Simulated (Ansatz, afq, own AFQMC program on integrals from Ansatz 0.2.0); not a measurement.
**CH4F, doublet in cc-pVTZ, levels against AFQMC with the constraint released**

```yaml
atoms:
  - { symbol: C, position_ang: [-1.2202, 0.0000, 0.0000] }
  - { symbol: H, position_ang: [-1.5834, 1.0273, 0.0000] }
  - { symbol: H, position_ang: [-1.5834, -0.5137, 0.8897] }
  - { symbol: H, position_ang: [-1.5834, -0.5137, -0.8897] }
  - { symbol: H, position_ang: [0.0488, 0.0000, 0.0000] }
  - { symbol: F, position_ang: [1.0208, 0.0000, 0.0000] }
```

Connectivity, by distances: CH3 ··· F, 1 bridging H.

Basis cc-pVTZ. Only valence electrons are correlated. Integrals, coupled cluster, full CI and functionals: Ansatz 0.2.0; the random walks run on the same integrals in our own AFQMC program. The CISD trial takes its coefficients from CCSD amplitudes. Released means that phaseless walkers are propagated on without the constraint, phases kept. Uncertainties: one standard error, sampling alone.

Determinant: UHF, the one that the program's search chose, which needn't be the lowest solution. The geometry is a point of a scan.

No full CI on the walks' own integrals is used here. The released AFQMC energy serves as the reference, which it does only where one determinant dominates, the energy is flat over the last release times and near the phaseless one (40 meV or 2 meV an electron, half that with transition metals). On small molecules, where full CI could be run and the noise was under 10 meV, such values lay within 10 meV of it in 19 cases of 20, a flattering rate, since the rule was set on those same cases; what remains of the bias isn't in the error bar.

Cautions: the released value is read at 1.50 1/Eh (meV from the phaseless value at times in 1/Eh: -3 ± 6 at 0.24, -20 ± 6 at 0.51, -18 ± 11 at 0.99, -24 ± 10 at 1.50).

```
T1 diagnostic                               : 0.0117
weight of the determinant in the CISD state : 0.889
⟨S²⟩ of the determinant                     : 0.767
size of the correlated space                : 15 electrons in 114 orbitals
```

Reference: AFQMC with the constraint released, correlation energy -13.075 ± 0.010 eV.

| level | E − E(reference) (kcal/mol) | share of correlation (%) |
| --- | --- | --- |
| HF | 301.52 ± 0.22 | 0.00 |
| MP2 | 22.57 ± 0.22 | 92.51 |
| CCSD | 9.13 ± 0.22 | 96.97 |
| CCSD(T) | 0.79 ± 0.22 | 99.74 |
| ph-AFQMC/CISD | 0.56 ± 0.27 | 99.81 |

A walk keeps the symmetry of its determinant, which the program's search chose and which needn't be the lowest solution, so a lower state of the same spin and another symmetry isn't excluded. Released energies are given only where the last usable release times agree within the noise; a slower fall can still hide under it.
